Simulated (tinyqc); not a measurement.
CIS on RHF in the sto-3g basis, frozen core, for OH-, spin multiplicity 1, step by step. The basis has no diffuse functions, so it cannot describe the extra electron: this is an exercise in the method, not the real anion. Computed by tinyqc, a small Python program that keeps every step (integrals from PySCF). Settings: charge = -1, multiplicity = 1, basis = sto-3g, method = RHF, frozen orbitals = 1, energy threshold = 1e-10, iteration cap = 63, orthogonalisation = symmetric, start = core, DIIS depth = 6. Command: `OMP_NUM_THREADS=1 python tinyqc.py 28673 28674 out.jsonl` (the two numbers bound the seeds that draw the settings). One thread of a shared host (Intel(R) Xeon(R) Processor @ 2.60GHz), about 0.05 s of CPU time with the checks. The early iterations of the SCF are left out here.

## One-electron integrals

Geometry (angstrom):
```
atom         x         y         z
O     0.000000  0.000000  0.000000
H     0.000000  0.000000  1.441000
```

Basis sto-3g: exponents (1/bohr^2) and contraction coefficients of normalised primitives:
```
element  l (shell)    exponent  coefficient
O            s (1)  130.709320     0.154329
O            s (1)   23.808861     0.535328
O            s (1)    6.443608     0.444635
O            s (2)    5.033151    -0.099967
O            s (2)    1.169596     0.399513
O            s (2)    0.380389     0.700115
O            p (3)    5.033151     0.155916
O            p (3)    1.169596     0.607684
O            p (3)    0.380389     0.391957
H            s (1)    3.425251     0.154329
H            s (1)    0.623914     0.535328
H            s (1)    0.168855     0.444635
```

Overlap, kinetic and nuclear-attraction integrals over the contracted functions; the nuclear repulsion is the sum of Za Zb / Rab.

nuclear repulsion = 2.93783323 hartree

overlap S, order 1O 1s, 1O 2s, 1O 2px, 1O 2py, 1O 2pz, 2H 1s:
```
[[1.000000, 0.236704, 0.000000, 0.000000, 0.000000, 0.017515],
 [0.236704, 1.000000, 0.000000, 0.000000, 0.000000, 0.220775],
 [0.000000, 0.000000, 1.000000, 0.000000, 0.000000, 0.000000],
 [0.000000, 0.000000, 0.000000, 1.000000, 0.000000, 0.000000],
 [0.000000, 0.000000, 0.000000, 0.000000, 1.000000, 0.216149],
 [0.017515, 0.220775, 0.000000, 0.000000, 0.216149, 1.000000]]
```

kinetic energy T (hartree), order 1O 1s, 1O 2s, 1O 2px, 1O 2py, 1O 2pz, 2H 1s:
```
[[29.003200, -0.168011, 0.000000, 0.000000, 0.000000, -0.005454],
 [-0.168011, 0.808128, 0.000000, 0.000000, 0.000000, -0.000904],
 [0.000000, 0.000000, 2.528731, 0.000000, 0.000000, 0.000000],
 [0.000000, 0.000000, 0.000000, 2.528731, 0.000000, 0.000000],
 [0.000000, 0.000000, 0.000000, 0.000000, 2.528731, 0.048875],
 [-0.005454, -0.000904, 0.000000, 0.000000, 0.048875, 0.760032]]
```

nuclear attraction V (hartree), order 1O 1s, 1O 2s, 1O 2px, 1O 2py, 1O 2pz, 2H 1s:
```
[[-60.985684, -7.270004, 0.000000, 0.000000, -0.006850, -0.550045],
 [-7.270004, -9.419007, 0.000000, 0.000000, -0.086156, -1.455419],
 [0.000000, 0.000000, -9.331978, 0.000000, 0.000000, 0.000000],
 [0.000000, 0.000000, 0.000000, -9.331978, 0.000000, 0.000000],
 [-0.006850, -0.086156, 0.000000, 0.000000, -9.375421, -1.229974],
 [-0.550045, -1.455419, 0.000000, 0.000000, -1.229974, -4.149154]]
```

core Hamiltonian H = T + V (hartree), order 1O 1s, 1O 2s, 1O 2px, 1O 2py, 1O 2pz, 2H 1s:
```
[[-31.982484, -7.438015, 0.000000, 0.000000, -0.006850, -0.555498],
 [-7.438015, -8.610879, 0.000000, 0.000000, -0.086156, -1.456323],
 [0.000000, 0.000000, -6.803247, 0.000000, 0.000000, 0.000000],
 [0.000000, 0.000000, 0.000000, -6.803247, 0.000000, 0.000000],
 [-0.006850, -0.086156, 0.000000, 0.000000, -6.846690, -1.181099],
 [-0.555498, -1.456323, 0.000000, 0.000000, -1.181099, -3.389122]]
```

## Two-electron integrals

Functions are numbered as in S; the eight-fold symmetry (ij|kl) = (ji|kl) = (kl|ij) leaves the list below.

Two-electron integrals (ij|kl) in chemists' order, unique and non-zero (hartree):
```
(11|11) 4.785065   (21|11) 0.741380   (21|21) 0.136873   (22|11) 1.118947
(22|21) 0.256633   (22|22) 0.817206   (31|31) 0.024477   (32|31) 0.037809
(32|32) 0.180518   (33|11) 1.115814   (33|21) 0.256684   (33|22) 0.817023
(33|33) 0.880159   (41|41) 0.024477   (42|41) 0.037809   (42|42) 0.180518
(43|43) 0.047444   (44|11) 1.115814   (44|21) 0.256684   (44|22) 0.817023
(44|33) 0.785270   (44|44) 0.880159   (51|51) 0.024477   (52|51) 0.037809
(52|52) 0.180518   (53|53) 0.047444   (54|54) 0.047444   (55|11) 1.115814
(55|21) 0.256684   (55|22) 0.817023   (55|33) 0.785270   (55|44) 0.785270
(55|55) 0.880159   (61|11) 0.055441   (61|21) 0.010161   (61|22) 0.018972
(61|33) 0.018940   (61|44) 0.018940   (61|51) 0.000430   (61|52) 0.000819
(61|55) 0.019038   (61|61) 0.000763   (62|11) 0.163966   (62|21) 0.038207
(62|22) 0.138662   (62|33) 0.136198   (62|44) 0.136198   (62|51) 0.002803
(62|52) 0.023517   (62|55) 0.143451   (62|61) 0.002893   (62|62) 0.031877
(63|31) 0.003620   (63|32) 0.022421   (63|53) 0.004616   (63|63) 0.004094
(64|41) 0.003620   (64|42) 0.022421   (64|54) 0.004616   (64|64) 0.004094
(65|11) 0.131616   (65|21) 0.031023   (65|22) 0.120400   (65|33) 0.115330
(65|44) 0.115330   (65|51) 0.005533   (65|52) 0.040962   (65|55) 0.130402
(65|61) 0.002426   (65|62) 0.033765   (65|65) 0.039510   (66|11) 0.365241
(66|21) 0.086407   (66|22) 0.361464   (66|33) 0.349863   (66|44) 0.349863
(66|51) 0.006568   (66|52) 0.078718   (66|55) 0.384367   (66|61) 0.006556
(66|62) 0.115707   (66|65) 0.140883   (66|66) 0.774606
```

## Orthogonalisation

S = U s U^T; symmetric (Loewdin) form X = U s^(-1/2) U^T, so that X^T S X = 1.

eigenvalues of S: [0.645268, 0.850560, 1.000000, 1.000000, 1.133060, 1.371112]

X, order 1O 1s, 1O 2s, 1O 2px, 1O 2py, 1O 2pz, 2H 1s:
```
[[1.022260, -0.125223, 0.000000, 0.000000, -0.002406, 0.012331],
 [-0.125223, 1.042657, 0.000000, 0.000000, 0.019779, -0.120222],
 [0.000000, 0.000000, 1.000000, 0.000000, 0.000000, 0.000000],
 [0.000000, 0.000000, 0.000000, 1.000000, 0.000000, 0.000000],
 [-0.002406, 0.019779, 0.000000, 0.000000, 1.018859, -0.115123],
 [0.012331, -0.120222, 0.000000, 0.000000, -0.115123, 1.038866]]
```

## Starting guess

The start is the orbitals of the core Hamiltonian; D = 2 C_occ C_occ^T.

D at the start, order 1O 1s, 1O 2s, 1O 2px, 1O 2py, 1O 2pz, 2H 1s:
```
[[2.120828, -0.513142, 0.000000, 0.000000, -0.011909, 0.037628],
 [-0.513142, 2.178593, 0.000000, 0.000000, 0.064033, -0.156026],
 [0.000000, 0.000000, 2.000000, 0.000000, 0.000000, 0.000000],
 [0.000000, 0.000000, 0.000000, 2.000000, 0.000000, 0.000000],
 [-0.011909, 0.064033, 0.000000, 0.000000, 2.066471, -0.194314],
 [0.037628, -0.156026, 0.000000, 0.000000, -0.194314, 0.028610]]
```

## Iteration 8 (converged): orbitals

converged F (hartree), order 1O 1s, 1O 2s, 1O 2px, 1O 2py, 1O 2pz, 2H 1s:
```
[[-19.560443, -5.006561, 0.000000, 0.000000, -0.011659, -0.379216],
 [-5.006561, -1.842442, 0.000000, 0.000000, 0.031486, -0.323921],
 [0.000000, 0.000000, 0.144469, 0.000000, 0.000000, 0.000000],
 [0.000000, 0.000000, 0.000000, 0.144469, 0.000000, 0.000000],
 [-0.011659, 0.031486, 0.000000, 0.000000, 0.567530, -0.222830],
 [-0.379216, -0.323921, 0.000000, 0.000000, -0.222830, 0.143451]]
```

Diagonalise F' = X^T F X, C = X C', fill 5 alpha and 5 beta electrons from the bottom; D = 2 C_occ C_occ^T. Each column has its largest component positive (the first on a tie).

F' = X^T F X (hartree):
```
[[-19.196522, -2.632948, 0.000000, 0.000000, -0.030788, -0.006738],
 [-2.632948, -0.927846, 0.000000, 0.000000, 0.091319, -0.215136],
 [0.000000, 0.000000, 0.144469, 0.000000, 0.000000, 0.000000],
 [0.000000, 0.000000, 0.000000, 0.144469, 0.000000, 0.000000],
 [-0.030788, 0.091319, 0.000000, 0.000000, 0.645546, -0.333973],
 [-0.006738, -0.215136, 0.000000, 0.000000, -0.333973, 0.272981]]
```

orbital energies (hartree): [-19.568506, -0.607223, 0.102677, 0.144469, 0.144469, 0.867211]

coefficients C, order 1O 1s, 1O 2s, 1O 2px, 1O 2py, 1O 2pz, 2H 1s:
```
[[0.994713, -0.257370, 0.056809, 0.000000, 0.000000, -0.043970],
 [0.021645, 0.993870, -0.284757, 0.000000, 0.000000, 0.219833],
 [0.000000, 0.000000, 0.000000, 0.999056, -0.043438, 0.000000],
 [0.000000, 0.000000, 0.000000, 0.043438, 0.999056, 0.000000],
 [0.001093, -0.019634, 0.449976, 0.000000, 0.000000, 0.921336],
 [-0.002770, 0.122607, 0.814386, 0.000000, 0.000000, -0.654856]]
```

D after iteration 8, order 1O 1s, 1O 2s, 1O 2px, 1O 2py, 1O 2pz, 2H 1s:
```
[[2.117841, -0.500877, 0.000000, 0.000000, 0.063407, 0.023907],
 [-0.500877, 2.138665, 0.000000, 0.000000, -0.295249, -0.220214],
 [0.000000, 0.000000, 2.000000, 0.000000, 0.000000, 0.000000],
 [0.000000, 0.000000, 0.000000, 2.000000, 0.000000, 0.000000],
 [0.063407, -0.295249, 0.000000, 0.000000, 0.405729, 0.728087],
 [0.023907, -0.220214, 0.000000, 0.000000, 0.728087, 1.356531]]
```

Within a degenerate level the vectors are fixed only up to a rotation; this is one choice.

## Convergence

Stop when the energy changes by less than 1e-10 hartree and every element of the error matrix X^T (F D S - S D F) X is below 3e-06.

Course of the cycle:
```
iteration   E (hartree)     change  largest element of the error matrix
1          -72.92092294          -                             3.98e-01
2          -73.90892319  -9.88e-01                             2.64e-01
3          -73.99858197  -8.97e-02                             1.32e-01
4          -74.01708549  -1.85e-02                             1.44e-02
5          -74.01724250  -1.57e-04                             2.48e-03
6          -74.01724691  -4.41e-06                             5.69e-05
7          -74.01724691  -2.15e-09                             1.03e-05
8          -74.01724691  -7.14e-11                             2.40e-09
```

PySCF RHF in the same basis = -74.01724691 hartree

Converged in 8 iterations.

## Populations, bond orders and dipole

Mulliken: Z minus the diagonal of D S on the atom; Loewdin: the same with S^(1/2) D S^(1/2); Mayer order: 2 sum_s sum (D(s) S)_ij (D(s) S)_ji over the two atoms.

Charges (e):
```
atom   Mulliken    Loewdin
1O    -0.534293  -0.543741
2H    -0.465707  -0.456259
```

Mayer bond orders:
```
pair     order
2-1   0.783117
```

dipole moment about the origin, x y z (debye): [0.000000, 0.000000, -2.680788]

## Integrals over molecular orbitals

(pq|rs) = sum C_ip C_jq C_kr C_ls (ij|kl), one index at a time.

one-electron integrals over orbitals h = C^T H C (hartree):
```
[[-31.966337, 0.623815, -0.132431, 0.000000, 0.000000, 0.104561],
 [0.623815, -7.183425, 0.561789, 0.000000, 0.000000, -0.508994],
 [-0.132431, 0.561789, -4.414710, 0.000000, 0.000000, -1.614198],
 [0.000000, 0.000000, 0.000000, -6.803247, 0.000000, 0.000000],
 [0.000000, 0.000000, 0.000000, 0.000000, -6.803247, 0.000000],
 [0.104561, -0.508994, -1.614198, 0.000000, 0.000000, -5.821253]]
```

Two-electron integrals over orbitals (pq|rs), unique and non-zero (hartree); the lowest 1 orbital is frozen and left out:
```
(22|22) 0.763460    (32|22) -0.070147   (32|32) 0.085298    (33|22) 0.493034
(33|32) 0.038868    (33|33) 0.609626    (42|42) 0.165884    (43|42) -0.029740
(43|43) 0.019134    (44|22) 0.786636    (44|32) -0.080078   (44|33) 0.475694
(44|44) 0.880159    (52|52) 0.165884    (53|52) -0.029740   (53|53) 0.019134
(54|54) 0.047444    (55|22) 0.786636    (55|32) -0.080078   (55|33) 0.475694
(55|44) 0.785270    (55|55) 0.880159    (62|22) 0.048821    (62|32) 0.065959
(62|33) 0.006960    (62|44) 0.055728    (62|55) 0.055728    (62|62) 0.119644
(63|22) 0.185621    (63|32) -0.082915   (63|33) -0.058290   (63|44) 0.192408
(63|55) 0.192408    (63|62) 0.005511    (63|63) 0.186746    (64|42) 0.021922
(64|43) 0.017104    (64|64) 0.038253    (65|52) 0.021922    (65|53) 0.017104
(65|65) 0.038253    (66|22) 0.681648    (66|32) -0.011544   (66|33) 0.564174
(66|44) 0.676007    (66|55) 0.676007    (66|62) 0.063544    (66|63) 0.105302
(66|66) 0.701500
```

## CIS matrix, singlets

A(ia,jb) = (e_a - e_i) d_ij d_ab + 2 (ia|jb) - (ij|ab).

CIS matrix A, singlet (hartree), order 2>6, 3>6, 4>6, 5>6:
```
[[1.032072, 0.022567, 0.000000, 0.000000],
 [0.022567, 0.573850, 0.000000, 0.000000],
 [0.000000, 0.000000, 0.123240, 0.000000],
 [0.000000, 0.000000, 0.000000, 0.123240]]
```

## CIS singlet states

dipole integrals <i|r|a> (bohr), order 2>6, 3>6, 4>6, 5>6:
```
[[0.000000, 0.000000, 0.257458],
 [0.000000, 0.000000, -1.296087],
 [0.043554, 0.001894, 0.000000],
 [-0.001894, 0.043554, 0.000000]]
```

Diagonalise A (1 hartree = 27.211386 eV); each vector has its largest component positive (the first on a tie). The transition dipole is mu = sqrt2 sum c_ia <i|r|a>.

singlet excitation energies (eV): [3.353541, 3.353541, 15.585094, 28.114292]

lowest vectors, order 2>6, 3>6, 4>6, 5>6:
```
[[0.000000, 0.000000, -0.049070, 0.998795],
 [0.000000, 0.000000, 0.998795, 0.049070],
 [-0.071895, 0.997412, 0.000000, 0.000000],
 [0.997412, 0.071895, 0.000000, 0.000000]]
```

oscillator strengths 2/3 w |mu|^2: [0.000312, 0.000312, 1.304832, 0.051605]

Within a degenerate level the vectors are fixed only up to a rotation; this is one choice.

## CIS matrix, triplets

A(ia,jb) = (e_a - e_i) d_ij d_ab - (ij|ab).

CIS matrix A, triplet (hartree), order 2>6, 3>6, 4>6, 5>6:
```
[[0.792785, 0.011544, 0.000000, 0.000000],
 [0.011544, 0.200359, 0.000000, 0.000000],
 [0.000000, 0.000000, 0.046734, 0.000000],
 [0.000000, 0.000000, 0.000000, 0.046734]]
```

## CIS triplet states

Diagonalise A (1 hartree = 27.211386 eV); each vector has its largest component positive (the first on a tie).

triplet excitation energies (eV): [1.271708, 1.271708, 5.445926, 21.578893]

lowest vectors, order 2>6, 3>6, 4>6, 5>6:
```
[[0.000000, 0.000000, -0.019475, 0.999810],
 [0.000000, 0.000000, 0.999810, 0.019475],
 [-0.127570, 0.991830, 0.000000, 0.000000],
 [0.991830, 0.127570, 0.000000, 0.000000]]
```

Within a degenerate level the vectors are fixed only up to a rotation; this is one choice.
